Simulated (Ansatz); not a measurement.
**PH₃+ (doublet): wave-function methods side by side at a displaced geometry (v2), 6-31G**

Aim: climb from Hartree-Fock through coupled cluster and multireference methods for PH₃+ (doublet) at one geometry and basis, and see what each rung misses.

The runs use Ansatz 0.2.0, Gaussian basis; 6-31G, core rule «outside noble gas», up to 5 orbitals frozen.

The runs, in order: UHF; CCSD(T) on ROHF; CCSD(T) on UHF; BCCD(T) on ROHF; CISD; CCSDT(Q) on ROHF; CCSDT(Q) on UHF; CISDTQ; CCSDTQ on ROHF; CCSDTQ on UHF; CASSCF and MRCISD+Q, 7 electrons in 7 orbitals; CASSCF and NEVPT2, 7 electrons in 7 orbitals; Full CI.

15 further runs of the same task are left out: 7 that didn't finish, 8 set aside as unsound or not needed.

## Step 1: The system

The geometry is a PBE0/def2-TZVP stationary point (not a proven minimum) with its atoms shifted at random (size 0.100 Å).

4 atoms, charge 1, spin multiplicity 2.

Atoms are counted from 1 here; the program's logs count them from 0.

Bond lengths: P1–H2 1.250 Å, P1–H3 1.432 Å, P1–H4 1.480 Å. Angles: H2–P1–H3 115.0°, H2–P1–H4 111.4°, H3–P1–H4 111.3°.

## Step 2: UHF

File in.yaml:

```yaml
crystal:
  periodic: [false, false, false]
  atoms:
    - {symbol: P, position_ang: [0.007737, 0.002772, -0.034027]}
    - {symbol: H, position_ang: [1.196835, 0.025696, 0.351182]}
    - {symbol: H, position_ang: [-0.771005, 1.145552, 0.336505]}
    - {symbol: H, position_ang: [-0.663573, -1.256420, 0.357964]}
basis:
  gaussian: {orbitals: 6-31G}
total_charge: 1
magnetization: {spin_polarized: true, initial_magnetization: 1}
hamiltonian: {xc: hf}
output: {orbitals: {seedname: orbitals}}
```

Started as:

```sh
ansatz run in.yaml --threads 1 --pin off --events-out ev --progress --plain --max-ram 2393MiB
```

After this run come: CCSD(T) on ROHF; CCSD(T) on UHF; BCCD(T) on ROHF; CISD; CCSDT(Q) on ROHF; CCSDT(Q) on UHF; CISDTQ; CCSDTQ on ROHF; CCSDTQ on UHF; CASSCF and MRCISD+Q, 7 electrons in 7 orbitals; CASSCF and NEVPT2, 7 electrons in 7 orbitals; Full CI.

**Question.** What will the summary of the whole plan be? Wanted: FCI from the RHF energy; RMP2 from FCI; UMP2 from FCI; RCCSD from FCI; RCCSD(T) from FCI; UCCSD(T) from FCI; RCCSDT(Q) from FCI; UCCSDT(Q) from FCI; NEVPT2 valence from FCI.

As calculated:

```
                         quantity                                                                                                                                        value
          FCI from the ROHF energy                                                                                                                                   -1.9894 eV
                    RMP2 from FCI                                                                                                                                   +575.4 meV
                    UMP2 from FCI                                                                                                                                   +562.9 meV
                   RCCSD from FCI                                                                                                                                    +24.3 meV
                RCCSD(T) from FCI                                                                                                                                     +7.0 meV
                UCCSD(T) from FCI                                                                                                                                     +7.0 meV
               RCCSDT(Q) from FCI                                                                                                                                     +0.2 meV
               UCCSDT(Q) from FCI                                                                                                                                     +0.1 meV
          NEVPT2 valence from FCI                                                                                                                                   +121.4 meV
        MRCISD+Q valence from FCI                                                                                                                                     +5.6 meV
levels within 1 kcal/mol (43 meV)  RCCSD, UCCSD, RCCSD(T), UCCSD(T), BCCD(T), RCCSDT, UCCSDT, CISDTQ, RCCSDT(Q), UCCSDT(Q), RCCSDTQ, UCCSDTQ, MRCISD valence, MRCISD+Q valence
                    T1 diagnostic                                                                                                                                        0.013
   effectively unpaired electrons                                                                                                                                         1.02
```

What this shows: RCCSD(T) misses by +7.0 meV, 0.3 % of the correlation energy. One determinant dominates. Of the multireference levels listed MRCISD+Q valence comes nearest in total energy (+5.6 meV), which doesn't show that its space is the better one. These misses are within one basis, not against nature; the frozen cores of restricted and unrestricted runs differ, which can shift their rows.

Levels on UHF freeze UHF's core orbitals, full CI those of ROHF, so the U rows can settle a little off it for that reason alone.

With open shells the CI space here admits some triples and quadruples, so it is larger than plain CISD.
